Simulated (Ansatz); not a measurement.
# SiClO (doublet): the correlation ladder, def2-QZVPP

The task here is to estimate one member of a computed series from the others.

Method: def2-QZVPP, core rule «outside noble gas», up to 11 orbitals frozen; program: Ansatz 0.2.0, Gaussian basis.

The runs, in order: UHF; ROHF; CCSD(T) on UHF.

## The geometry

The geometry is a PBE0/def2-TZVP stationary point (not a proven minimum) of the parent state, kept for this charge and spin.

3 atoms, charge 0, spin multiplicity 2.

Atoms are counted from 1 here; the program's logs count them from 0.

Bond lengths: Cl1–Si3 2.238 Å, O2–Si3 1.908 Å. Angles: Cl1–Si3–O2 65.5°.

Set-up of the first run:

Input file in.yaml:

```yaml
crystal:
  periodic: [false, false, false]
  atoms:
    - {symbol: Cl, position_ang: [0.000000, -0.104654, 1.131961]}
    - {symbol: O, position_ang: [0.000000, 1.273898, -0.660805]}
    - {symbol: Si, position_ang: [0.000000, -0.593591, -1.052463]}
basis:
  gaussian: {orbitals: "def2-QZVPP.json"}
magnetization: {spin_polarized: true, initial_magnetization: 1}
hamiltonian: {xc: hf}
output: {orbitals: {seedname: orbitals}}
```

Run with:

```console
> ansatz run in.yaml --threads 1 --pin off --events-out ev --progress --plain --max-ram 2393MiB
```

Steps of the session up to this table: UHF; ROHF; CCSD(T) on UHF.

One table of the session follows, with a row left open; its other results are not shown here.

It belongs to the step «Misses and costs». 

```
  method  from UCCSD(T) (kJ/mol)
    ROHF                 +1576.3
     UHF                 +1557.6
    UMP2                       ?
   UCCSD                   +80.3
UCCSD(T)                       0
```

Q: Estimate the row for UMP2 from the others.

**Answer.** from UCCSD(T) (kJ/mol): +163.8. In the column «from UCCSD(T) (kJ/mol)» it lies between UCCSD (+80.3) and UHF (+1557.6).
